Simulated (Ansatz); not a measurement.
# fcc Cu

Method: LDA (Ansatz, an electronic-structure program, PAW).

Numerical settings: plane-wave cutoff 500 eV, 22×22×1 k mesh (along the axes of the cell as run), Fermi–Dirac smearing 0.1 eV, scalar-relativistic PAW data made under PBE.

Cell: relaxed at this level.

```
Property                              Value
--------------------------------  ---------
surface energy of the (100) face  2.02 J/m²
work function of the (100) face     4.93 eV
```

The slab of 8 atoms is relaxed and unreconstructed.

Computed values are for the static lattice.
